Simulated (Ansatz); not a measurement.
# C₂H₅NS: one species, many methods

One table from this session's results is given with a row withheld; the runs are named, their logs left out.

The runs use Ansatz 0.2.0, Gaussian basis; functionals in def2-TZVPP, the program's frozen cores in correlated methods.

Levels to be run: LDA (SPW92), PBE-D4, revPBE-D4, BLYP-D4, r2SCAN-D4, B97M-V, PBE0-D4, B3LYP-D4, r2SCANh-D4, r2SCAN0-D4, HSE06-D4, BHLYP-D4, CAM-B3LYP-D4, LC-ωPBE, ωB97X-V, ωB97M-V, B2PLYP, PBE-QIDH; CCSD(T)/def2-SVP; CCSD(T)/def2-TZVPP; MP2/def2-QZVPP; extrapolation to the limit; RPA on PBE.

## The geometry

An earlier PBE0-D4 in a triple-zeta def2 set relaxation fixed the geometry.

SMILES `N=CCS`, 9 atoms, charge 0, spin multiplicity 1.

Atoms are counted from 1 here; the program's logs count them from 0.

Bond lengths: N1–C2 1.262 Å, N1–H5 1.019 Å, C2–C3 1.492 Å, C2–H6 1.098 Å, C3–S4 1.816 Å, C3–H7 1.090 Å, C3–H8 1.092 Å, S4–H9 1.343 Å. Angles: C2–N1–H5 111.1°, N1–C2–C3 120.9°, N1–C2–H6 123.7°, C3–C2–H6 115.4°, C2–C3–S4 111.7°, C2–C3–H7 109.2°, C2–C3–H8 111.4°, S4–C3–H7 106.5°, S4–C3–H8 109.2°, H7–C3–H8 108.6°, C3–S4–H9 97.0°.

Set-up of the first run:

File in.yaml:

```yaml
crystal:
  periodic: [false, false, false]
  atoms:
    - {symbol: N, position_ang: [0.375673, -1.215708, -1.360673]}
    - {symbol: C, position_ang: [0.300987, -0.144962, -0.696418]}
    - {symbol: C, position_ang: [0.090005, -0.172690, 0.780032]}
    - {symbol: S, position_ang: [-1.455675, 0.655019, 1.254127]}
    - {symbol: H, position_ang: [0.510144, -1.023234, -2.352424]}
    - {symbol: H, position_ang: [0.369153, 0.855559, -1.144705]}
    - {symbol: H, position_ang: [0.000460, -1.207759, 1.110733]}
    - {symbol: H, position_ang: [0.923181, 0.292503, 1.310904]}
    - {symbol: H, position_ang: [-1.025327, 1.914974, 1.081427]}
basis:
  gaussian: {orbitals: def2-TZVPP}
hamiltonian: {xc: lda}
output: {orbitals: {seedname: orbitals}}
```

The run is started by

```
$ ansatz run in.yaml --threads 2 --pin off --events-out ev --progress --plain --max-ram 4352MiB
```

Steps of the session up to this table: LDA; PBE-D4 (GGA); revPBE-D4 (GGA); BLYP-D4 (GGA); r2SCAN-D4 (meta-GGA); B97M-V (meta-GGA); B3LYP-D4 (hybrid); r2SCANh-D4 (hybrid); r2SCAN0-D4 (hybrid); HSE06-D4 (hybrid); BHLYP-D4 (hybrid); CAM-B3LYP-D4 (range-separated); LC-ωPBE (range-separated); ωB97X-V (range-separated); ωB97M-V (range-separated); B2PLYP (double hybrid); PBE-QIDH (double hybrid).

One of the session's tables, all rows but one given; the rest of the session is left out.

It belongs to the step «Orbital energies across the functionals». 

| functional | HOMO (eV) | gap (eV) |
| --- | --- | --- |
| LDA (SPW92) | -5.92 | 4.05 |
| PBE-D4 | -5.81 | 4.19 |
| revPBE-D4 | -5.76 | 4.23 |
| BLYP-D4 | -5.67 | 4.19 |
| r2SCAN-D4 | -6.07 | 4.66 |
| B97M-V | -6.18 | 4.90 |
| PBE0-D4 | -7.07 | 6.56 |
| B3LYP-D4 | -6.84 | 6.08 |
| r2SCANh-D4 | -6.54 | 5.54 |
| r2SCAN0-D4 | -7.24 | 6.85 |
| HSE06-D4 | ? | ? |
| BHLYP-D4 | -8.21 | 8.91 |
| CAM-B3LYP-D4 | -8.44 | 9.13 |
| LC-ωPBE | -9.85 | 11.76 |
| ωB97X-V | -9.48 | 11.30 |
| ωB97M-V | -9.31 | 11.03 |

**Question.** Estimate the row for HSE06-D4.

The run gave: HOMO (eV): -6.67; gap (eV): 5.77. In the column «HOMO (eV)» it lies between B3LYP-D4 (-6.84) and r2SCANh-D4 (-6.54).
